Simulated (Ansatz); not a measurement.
# CHAlN+ (triplet): the correlation ladder, def2-TZVPP

The task here is to estimate one member of a computed series from the others.

Program: Ansatz 0.2.0, Gaussian basis. Level of theory: def2-TZVPP, core rule «outside noble gas», up to 7 orbitals frozen. These are calculated values, not measurements.

Plan: UHF; ROHF; CCSD(T) on UHF.

2 further runs of the same task are left out: 2 set aside as unsound or not needed.

## The geometry

The geometry is a PBE0/def2-TZVP stationary point (not a proven minimum) of the parent state, kept for this charge and spin.

4 atoms, charge 1, spin multiplicity 3.

Atoms are counted from 1 here; the program's logs count them from 0.

Bond lengths: Al1–C2 2.001 Å, C2–N3 1.208 Å, N3–H4 1.022 Å. Angles: Al1–C2–N3 172.8°, C2–N3–H4 124.4°.

The first run:

in.yaml

```yaml
crystal:
  periodic: [false, false, false]
  atoms:
    - {symbol: Al, position_ang: [-0.000010, -0.130819, 2.269156]}
    - {symbol: C, position_ang: [0.000100, -0.117705, 0.267760]}
    - {symbol: N, position_ang: [-0.000031, -0.260415, -0.931731]}
    - {symbol: H, position_ang: [-0.000059, 0.508939, -1.605185]}
basis:
  gaussian: {orbitals: def2-TZVPP}
total_charge: 1
magnetization: {spin_polarized: true, initial_magnetization: 2}
hamiltonian: {xc: hf}
output: {orbitals: {seedname: orbitals}}
```

Run with:

```console
ansatz run in.yaml --threads 1 --pin off --events-out ev --progress --plain --max-ram 4096MiB --backend cpu
```

Steps of the session up to this table: UHF; ROHF; CCSD(T) on UHF.

One table of the session follows, with a row left open; its other results are not shown here.

```
  method  from UCCSD(T) (meV)
    ROHF             +10781.9
     UHF             +10738.0
    UMP2               +959.7
   UCCSD                    ?
UCCSD(T)                    0
```

**Question.** Estimate the row for UCCSD.

The run gave: from UCCSD(T) (meV): +568.5. In the column «from UCCSD(T) (meV)» it lies between UCCSD(T) (0) and UMP2 (+959.7).
